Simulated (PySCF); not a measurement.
**Potential energy of SiC⁺ along the bond**

Set-up: basis Si def2-TZVP, C def2-TZVP; no relativity; PySCF 2.14. Energies in eV from Si⁺ + C in their ground configurations at the same level. State: ⁴Σ⁻ (quartet), unpaired electrons σ ↑, π ↑↑.

All columns are PBE0. A positive dipole points towards C; it is taken about the centre of mass and depends on that origin.

```
R (Å)  E (eV)  μ (D)  Mulliken charge on Si (basis-dependent)  HOMO (eV)  LUMO (eV)  Mayer bond order  ⟨S²⟩
1.565  -2.773  -0.42                                     0.65     -15.63     -11.85              1.77  3.75
1.638  -3.360  -0.61                                     0.71     -15.62     -11.55              1.73  3.75
1.711  -3.683  -0.80                                     0.76     -15.60     -11.29              1.69  3.75
1.765  -3.797  -0.96                                     0.79     -15.56     -11.12              1.67  3.75
1.820  -3.827  -1.11                                     0.82     -15.52     -10.96              1.64  3.75
1.875  -3.794  -1.26                                     0.84     -15.40     -10.82              1.62  3.75
1.947  -3.675  -1.46                                     0.86     -15.07     -10.66              1.59  3.75
2.038  -3.445  -1.69                                     0.87     -14.70     -10.49              1.56  3.75
2.148  -3.102  -1.93                                     0.88     -14.31     -10.33              1.53  3.75
2.293  -2.600  -2.18                                     0.88     -13.88     -10.25              1.50  3.75
```

A fit through these points gives, at Re = 1.816 Å, μ = -1.10 D and dμ/dR = -2.81 D/Å; the reduced mass is 8.398 u.

**Question.** How strong is the fundamental in the double-harmonic approximation, I = 42.26·(dμ/dR)²/μred km/mol?

**Answer.** I = 42.26·(-2.81)²/8.398 = 39.7 km/mol at PBE0.

For an ion De counts to the pair picked by the measured ionisation energies or electron affinities, which need not be the lowest pair at this level. The state is the lowest determinant that a PBE0 search found; another state may lie lower at other levels.
